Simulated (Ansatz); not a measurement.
Cost and result for the atomization energy of C3H3N3, SMILES `c1ncncn1` (9 atoms, 9 bonds).

Z-matrix (Å, degrees):
```
C
N 1 1.326
N 1 1.326 2 125.9
H 1 1.087 2 117.1 3 -180.0
C 2 1.326 1 114.1 3 -0.0
C 3 1.326 1 114.1 2 0.0
N 5 1.326 2 125.9 1 0.0
H 5 1.087 2 117.1 1 180.0
H 6 1.087 3 117.1 1 -180.0
```

Total charge 0; spin multiplicity 1. All single points use the PBE0-D4/def2-TZVP geometry. Program: Ansatz. All runs use 4 threads of an Intel Xeon 6975P-C on a shared host. Times are those of one run each, without the atoms' runs, and a repeat can differ threefold. Electronic energies, without spin–orbit coupling; frozen cores. CCSD(T)/CBS adds CCSD(T) − MP2 in def2-TZVPP to the MP2 limit, and its time is that of the two runs behind it. T1 = 0.017. HSE06 is the plane-wave form, built on full-range PBE exchange.

CCSD(T)/CBS is a level of theory with its own doubt, some kJ/mol a heavy atom from the limit and from the frozen cores, so smaller differences don't rank the functionals.

```csv
level,functions,wall time
LDA (SPW92)/def2-TZVPP,228,0.65 s
BLYP-D4/def2-TZVPP,228,0.9 s
PBE-D4/def2-TZVPP (with forces),228,1.1 s
PBE0-D4/def2-TZVPP,228,1.1 s
HSE06-D4/def2-TZVPP,228,1.3 s
CCSD(T)/def2-SVP,99,1.4 s
CAM-B3LYP-D4/def2-TZVPP,228,1.5 s
r2SCANh-D4/def2-TZVPP,228,1.9 s
B97M-V/def2-TZVPP,228,2.8 s
ωB97M-V/def2-TZVPP (with forces),228,3.9 s
MP2/def2-QZVPP,432,11 s
CCSD(T)/def2-TZVPP,228,14 s
CCSD(T)/CBS(def2),–,25 s
```

**Question.** What atomization energy does each give, and how far from CCSD(T)/CBS? (Estimate.)

**Answer.** Ansatz gave: 
```
                           level  atomization (kJ/mol)  difference from CCSD(T)/CBS  per bond
          LDA (SPW92)/def2-TZVPP                4937.0                        830.3      92.3
              BLYP-D4/def2-TZVPP                4229.9                        123.2      13.7
 PBE-D4/def2-TZVPP (with forces)                4377.1                        270.4      30.0
              PBE0-D4/def2-TZVPP                4211.0                        104.3      11.6
             HSE06-D4/def2-TZVPP                4216.1                        109.4      12.2
                CCSD(T)/def2-SVP                3879.3                       -227.4     -25.3
         CAM-B3LYP-D4/def2-TZVPP                4173.2                         66.5       7.4
           r2SCANh-D4/def2-TZVPP                4090.6                        -16.1      -1.8
               B97M-V/def2-TZVPP                4143.4                         36.7       4.1
ωB97M-V/def2-TZVPP (with forces)                4161.3                         54.6       6.1
                  MP2/def2-QZVPP                4198.9                         92.2      10.2
              CCSD(T)/def2-TZVPP                3967.7                       -139.0     -15.4
               CCSD(T)/CBS(def2)                4106.7                          0.0       0.0
```

In def2-TZVPP, CCSD(T) changes the Hartree–Fock value by +1306.3 kJ/mol (the triples alone add +115.2 kJ/mol) and MP2 by +1455.0 kJ/mol; breaking electron pairs costs correlation energy, which Hartree–Fock lacks. At CCSD(T), def2-SVP lies −227.5 kJ/mol from the extrapolated value and def2-TZVPP −139.0 kJ/mol: correlation converges slowly with the basis, and small sets miss more of it in the bonded molecule than in its fragments. From BLYP to BHLYP (50 % exact exchange), in def2-TZVPP and without D4, the atomization energy moves by −259.1 kJ/mol: exact exchange takes away binding that semilocal exchange gives to molecules.
